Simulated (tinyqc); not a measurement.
Inside a calculation. Method: extended Hueckel theory, for PH2. Computed by tinyqc, a small Python program that keeps every step (integrals from PySCF). Settings: charge = 0, K = 2.0, multiplicity = 2. Command: `OMP_NUM_THREADS=1 python tinyqc.py 27939 27940 out.jsonl` (the two numbers bound the seeds that draw the settings). One thread of a shared host (Intel(R) Xeon(R) Processor @ 2.60GHz), about 0.01 s of CPU time with the checks.

## Overlaps

Geometry (angstrom):
```
atom         x          y         z
P     0.000000   0.000000  0.000000
H     0.000000   1.079000  0.922000
H     0.000000  -1.079000  0.922000
```

Parameters chosen for this run:
```
element  shell  Slater exponent   H_ii (eV)
P           3s         1.750000  -18.600000
P           3p         1.300000  -14.000000
H           1s         1.300000  -13.600000
```

Slater orbitals, each expanded in six Gaussians scaled to its exponent.

overlap S, order 1P 3s, 1P 3px, 1P 3py, 1P 3pz, 2H 1s, 3H 1s:
$$\begin{pmatrix}
1.000000 & 0.000000 & 0.000000 & 0.000000 & 0.393651 & 0.393651 \\
0.000000 & 1.000000 & 0.000000 & 0.000000 & 0.000000 & 0.000000 \\
0.000000 & 0.000000 & 1.000000 & 0.000000 & 0.414505 & -0.414505 \\
0.000000 & 0.000000 & 0.000000 & 1.000000 & 0.354192 & 0.354192 \\
0.393651 & 0.000000 & 0.414505 & 0.354192 & 1.000000 & 0.078092 \\
0.393651 & 0.000000 & -0.414505 & 0.354192 & 0.078092 & 1.000000
\end{pmatrix}$$

## Wolfsberg-Helmholz matrix

diagonal H_ii (eV): 1P 3s -18.600000, 1P 3px -14.000000, 1P 3py -14.000000, 1P 3pz -14.000000, 2H 1s -13.600000, 3H 1s -13.600000

K = 2.000000

H_ij = K' S_ij (H_ii + H_jj)/2 for i != j (the diagonal keeps H_ii), with K' = 2.

H (eV), order 1P 3s, 1P 3px, 1P 3py, 1P 3pz, 2H 1s, 3H 1s:
$$\begin{pmatrix}
-18.600000 & 0.000000 & 0.000000 & 0.000000 & -12.675566 & -12.675566 \\
0.000000 & -14.000000 & 0.000000 & 0.000000 & 0.000000 & 0.000000 \\
0.000000 & 0.000000 & -14.000000 & 0.000000 & -11.440335 & 11.440335 \\
0.000000 & 0.000000 & 0.000000 & -14.000000 & -9.775708 & -9.775708 \\
-12.675566 & 0.000000 & -11.440335 & -9.775708 & -13.600000 & -2.124106 \\
-12.675566 & 0.000000 & 11.440335 & -9.775708 & -2.124106 & -13.600000
\end{pmatrix}$$

## Orbitals

valence electrons = 7

Solve H C = S C e through S^(-1/2); fill by pairs from the bottom, a degenerate level sharing its electrons equally; each orbital has its largest coefficient positive (the first on a tie).

orbital energies (eV): [-22.442253, -18.707957, -15.349689, -14.000000, 9.345172, 22.219185]

occupations: [2.000000, 2.000000, 2.000000, 1.000000, 0.000000, 0.000000]

coefficients, order 1P 3s, 1P 3px, 1P 3py, 1P 3pz, 2H 1s, 3H 1s:
$$\begin{pmatrix}
0.629053 & 0.000000 & -0.514892 & 0.000000 & 0.000000 & 0.968676 \\
0.000000 & 0.000000 & 0.000000 & 1.000000 & 0.000000 & 0.000000 \\
0.000000 & 0.596445 & 0.000000 & 0.000000 & 1.112870 & 0.000000 \\
0.136161 & 0.000000 & 0.811100 & 0.000000 & 0.000000 & 0.899242 \\
0.314617 & 0.380927 & 0.126151 & 0.000000 & -0.848250 & -0.922889 \\
0.314617 & -0.380927 & 0.126151 & 0.000000 & 0.848250 & -0.922889
\end{pmatrix}$$

sum of one-electron energies = -126.999797 eV

## Mulliken analysis

P = C n C^T; charge = valence electrons (P 5, H 1) minus the sum of (P S)_ii on the atom; overlap population = 2 sum P_ij S_ij between two atoms.

charges: 1P -0.177704, 2H 0.088852, 3H 0.088852

Overlap populations:
```
pair      value
2-1    0.791718
3-1    0.791718
3-2   -0.009436
```
